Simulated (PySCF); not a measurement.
Gas-phase reaction: AlCH3 + 6 C4H10 (n-butane) = AlH3 + 5 CH3C(CH3)2CH3

Method: PySCF energies plus ideal-gas RRHO corrections (1 bar). † marks an energy on the PBE0/def2-TZVP geometry and frequencies; other levels use their own. CCSD(T) freezes the core. 6-31G* has spherical d functions here. All species are closed-shell singlets. AlCH3, AlH3: computed as isolated molecules; such fragments, hydroxides, amides, oligomers or adducts are transient or little studied in the gas. CCSD(T) isn't extrapolated to the basis-set limit.

LDA/def2-TZVP† gives ΔH°(298 K) = -154 kJ.

Question: What do BLYP/def2-TZVP†, HF/6-31G*, CCSD(T)/def2-SVP† give?

Answer: BLYP/def2-TZVP†: -16 kJ; HF/6-31G*: -54 kJ; CCSD(T)/def2-SVP†: -141 kJ. For scale, ΔH°(298 K) is -154 kJ at this level, -122 kJ at ωB97M-V/def2-TZVP†, and runs from -375 to -16 kJ over the 18 levels computed.
